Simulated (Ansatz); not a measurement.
Grey tin (α-Sn)

Calculation: PBEsol (PAW; Ansatz, a first-principles code).

Numerical settings: plane-wave cutoff 500 eV, 18×18×1 k mesh (along the axes of the cell as run), Fermi–Dirac smearing 0.1 eV, scalar-relativistic PAW data made under PBE.

Cell: relaxed at this level.

| Item | Value |
|---|---|
| surface energy of the (111) face | 0.76 J/m² |
| work function of the (111) face | 4.42 eV |

The slab of 12 atoms is relaxed and unreconstructed.

Spin–orbit coupling is not included.

The computed numbers hold no vibrational or temperature effects.
